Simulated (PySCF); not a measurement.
# N2 (SMILES N#N) at CCSD(T)/STO-6G

Aim: the energy change on altering one bond length of N2 at CCSD(T)/STO-6G, from 2 runs. Input form: a Python script.

The calculation is run with PySCF 2.14.0.

17 further runs of the same task are left out: 6 that didn't finish, 11 set aside as unsound or not needed.

## 1. Starting point

N2 has 2 atoms, charge 0, and is taken as a singlet. SMILES: `N#N`. The coordinates come from a PBE0-D4/def2-TZVP relaxation.

Bond lengths: N1–N2 1.090 Å.

## 2. The energy at CCSD(T)/STO-6G

Contents of calc.py:

```python
from pyscf import gto, scf, cc

mol = gto.M(
    atom='''
N      0.465500    -0.150300     0.239800
N     -0.465500     0.150300    -0.239800
''',
    charge=0,
    max_memory=1860,
    basis='sto-6g',
    verbose=4,
    spin=0,
)

myscf = scf.RHF(mol)
myscf.conv_tol = 1e-10
myscf.kernel()
if not myscf.converged:
    myscf = myscf.newton().run(myscf.mo_coeff, myscf.mo_occ)

mycc = cc.CCSD(myscf, frozen=2)
mycc.kernel()
e_t = mycc.ccsd_t()
etot = mycc.e_tot + e_t
print(f'total energy: {etot:.8f} hartree')
```

The run is started by

```bash
$ OMP_NUM_THREADS=1 python calc.py
```

The log of the run:

```text
PySCF version 2.14.0

[INPUT] num. atoms = 2
[INPUT] num. electrons = 14
[INPUT] charge = 0
[INPUT] spin (= nelec alpha-beta = 2S) = 0
[INPUT] symmetry False subgroup None
[INPUT] Mole.unit = angstrom
[INPUT] Symbol           X                Y                Z      unit          X                Y                Z       unit  Magmom
[INPUT]  1 N      0.465500000000  -0.150300000000   0.239800000000 AA    0.879667510985  -0.284025836522   0.453156324671 Bohr   0.0
[INPUT]  2 N     -0.465500000000   0.150300000000  -0.239800000000 AA   -0.879667510985   0.284025836522  -0.453156324671 Bohr   0.0

nuclear repulsion = 23.7983417806894
number of shells = 6
number of NR pGTOs = 60
number of NR cGTOs = 10
basis = sto-6g
ecp = {}

******** <class 'pyscf.scf.hf.RHF'> ********
method = RHF
initial guess = minao
damping factor = 0
level_shift factor = 0
DIIS = <class 'pyscf.scf.diis.CDIIS'>
diis_start_cycle = 1
diis_space = 8
diis_damp = 0
SCF conv_tol = 1e-10
SCF conv_tol_grad = None
SCF max_cycles = 50
direct_scf = True
direct_scf_tol = 1e-13
Set gradient conv threshold to 1e-05
Initial guess from minao.
init E= -108.773881128136
  HOMO = -0.327374586004001  LUMO = 0.160455852000898  gap/eV = 13.27454
cycle= 1 E= -108.539099988703  delta_E= 0.235  |g|= 0.0425  |ddm|= 2.37
  HOMO = -0.545668181031442  LUMO = 0.27461010674713  gap/eV = 22.32091
cycle= 2 E= -108.539192948267  delta_E= -9.3e-05  |g|= 0.00348  |ddm|= 0.0282
  HOMO = -0.546173219236921  LUMO = 0.274429115836518  gap/eV = 22.32973
cycle= 3 E= -108.539195483442  delta_E= -2.54e-06  |g|= 0.000469  |ddm|= 0.00667
  HOMO = -0.546274523922502  LUMO = 0.274396910665179  gap/eV = 22.33161
cycle= 4 E= -108.539195560113  delta_E= -7.67e-08  |g|= 9.69e-09  |ddm|= 0.00141
  HOMO = -0.546274517725444  LUMO = 0.274396918305309  gap/eV = 22.33161
cycle= 5 E= -108.539195560113  delta_E= -2.84e-14  |g|= 6.01e-13  |ddm|= 1.69e-08
  HOMO = -0.546274517724849  LUMO = 0.274396918305915  gap/eV = 22.33161
Extra cycle  E= -108.539195560113  delta_E= 5.68e-14  |g|= 1.49e-13  |ddm|= 1.32e-12
converged SCF energy = -108.539195560113

******** <class 'pyscf.cc.ccsd.CCSD'> ********
CC2 = 0
CCSD nocc = 5, nmo = 8
frozen orbitals 2
max_cycle = 50
direct = 0
conv_tol = 1e-07
conv_tol_normt = 1e-05
diis_space = 6
diis_start_cycle = 0
diis_start_energy_diff = 1e+09
Init t2, MP2 energy = -108.691698344153  E_corr(MP2) -0.152502784040323
Init E_corr(CCSD) = -0.152502784040323
cycle = 1  E_corr(CCSD) = -0.146679114028254  dE = 0.00582367001  norm(t1,t2) = 0.0246806
cycle = 2  E_corr(CCSD) = -0.149908880328802  dE = -0.0032297663  norm(t1,t2) = 0.0142432
cycle = 3  E_corr(CCSD) = -0.151708541778344  dE = -0.00179966145  norm(t1,t2) = 0.00733398
cycle = 4  E_corr(CCSD) = -0.152206381582542  dE = -0.000497839804  norm(t1,t2) = 0.00156159
cycle = 5  E_corr(CCSD) = -0.152090967813762  dE = 0.000115413769  norm(t1,t2) = 0.000295491
cycle = 6  E_corr(CCSD) = -0.15210154324609  dE = -1.05754323e-05  norm(t1,t2) = 7.16525e-05
cycle = 7  E_corr(CCSD) = -0.152103906225858  dE = -2.36297977e-06  norm(t1,t2) = 9.14697e-06
cycle = 8  E_corr(CCSD) = -0.1521035829311  dE = 3.23294759e-07  norm(t1,t2) = 2.30032e-06
cycle = 9  E_corr(CCSD) = -0.152103666913184  dE = -8.39820842e-08  norm(t1,t2) = 7.15888e-07
CCSD converged
E(CCSD) = -108.6912992270262  E_corr = -0.1521036669131839
CCSD(T) correction = -0.00172038256772143
total energy: -108.69301961 hartree
```

Run time: 0.7 s. Hardware: 1 thread of Intel Xeon 6975P-C (Granite Rapids), shared host; peak memory 0.098 GiB.

## 3. The distorted shape, same level

Contents of job.py:

```python
from pyscf import gto, cc

mol = gto.M(
    atom=[
    ('N', (1.582676, -0.511012, 0.815307)),
    ('N', (-0.465500, 0.150300, -0.239800)),
],
    max_memory=1860,
    verbose=3,
    spin=0,
    basis='sto-6g',
)

myscf = mol.UHF()
myscf.conv_tol = 1e-10
myscf.kernel()
if not myscf.converged:
    myscf = myscf.newton().run(myscf.mo_coeff, myscf.mo_occ)
for _ in range(3):
    mo, _, stable, _ = myscf.stability(return_status=True)
    if stable:
        break
    myscf.kernel(myscf.make_rdm1(mo, myscf.mo_occ))

mycc = cc.CCSD(myscf, frozen=2)
mycc.kernel()
e_t = mycc.ccsd_t()
e_final = mycc.e_tot + e_t
print('E = %.10f Eh' % e_final)
```

The run is started by

```bash
$ OMP_NUM_THREADS=1 python job.py
```

The log of the run:

```text
converged SCF energy = -107.715137134052  <S^2> = 6.2172489e-15  2S+1 = 1
<class 'pyscf.scf.uhf.UHF'> wavefunction has an internal instability
converged SCF energy = -108.496698758143  <S^2> = 2.9604866  2S+1 = 3.5835661
<class 'pyscf.scf.uhf.UHF'> wavefunction is stable in the internal stability analysis
E(UCCSD) = -108.4998720103374  E_corr = -0.00317325219472124
UCCSD(T) correction = -2.25831478065522e-05
E = -108.4998945935 Eh
```

Run time: 0.95 s. Hardware: 1 thread of Intel Xeon 6975P-C (Granite Rapids), shared host; peak memory 0.12 GiB.

## 4. What came out

At CCSD(T)/STO-6G, 2 core orbitals frozen:

```
                                                         quantity          value
                                        first shape: total energy  -108.69302 Eh
                first shape: dipole moment (Hartree–Fock density)         0.00 D
                 first shape: HOMO energy (Hartree–Fock orbitals)      -14.86 eV
                 first shape: LUMO energy (Hartree–Fock orbitals)        7.47 eV
               first shape: HOMO–LUMO gap (Hartree–Fock orbitals)       22.33 eV
         first shape: correlation energy (2 core orbitals frozen)     -153.8 mEh
                                      first shape: (T) correction      -1.72 mEh
                                       first shape: T1 diagnostic          0.003
                                    distorted shape: total energy  -108.49989 Eh
            distorted shape: dipole moment (Hartree–Fock density)         0.00 D
             distorted shape: HOMO energy (Hartree–Fock orbitals)      -12.92 eV
             distorted shape: LUMO energy (Hartree–Fock orbitals)        9.79 eV
           distorted shape: HOMO–LUMO gap (Hartree–Fock orbitals)       22.71 eV
     distorted shape: correlation energy (2 core orbitals frozen)       -3.2 mEh
                                  distorted shape: (T) correction      -0.02 mEh
               distorted shape: ⟨S²⟩ of the reference determinant          2.960
                                   distorted shape: T1 diagnostic          0.017
energy change with the N1–N2 bond stretched from 1.090 to 2.397 Å       5.255 eV
```

What this shows: With the N1–N2 bond stretched from 1.090 to 2.397 Å the energy rises by 5.26 eV (507 kJ/mol). The first shape isn't relaxed at this level, so the change isn't measured from a minimum. The minimal basis adds a large error of its own. The triples (first shape) make up 1.1 % of the correlation energy. ⟨S²⟩ (distorted shape) is 2.96 where a pure singlet has 0.00: the reference is spin-contaminated. The triples (distorted shape) make up 0.7 % of the correlation energy.
